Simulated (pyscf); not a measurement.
Optimised with ωB97X-D3(BJ)/def2-SVP in PySCF.

Estimate the classical barrier height and the reaction energy of ethyl (•H₂C–CH₃) + H₃Si–Cl → ethane (H₃C–CH₃) + •H₂Si–Cl at ωB97M-D3(BJ)/def2-TZVP. The step runs on the doublet surface, breaks H–Si and forms C–H; take the separated reactants as zero.

ΔE‡ = 7.8 kcal/mol, ΔE = -11.6 kcal/mol. Zero-point energy shifts the barrier by +0.1 kcal/mol. It is a hydrogen abstraction, with an imaginary mode of 1148i cm⁻¹. This is the saddle that the search found; another between the same sides may lie lower. The angle at the transferred H is 163°.
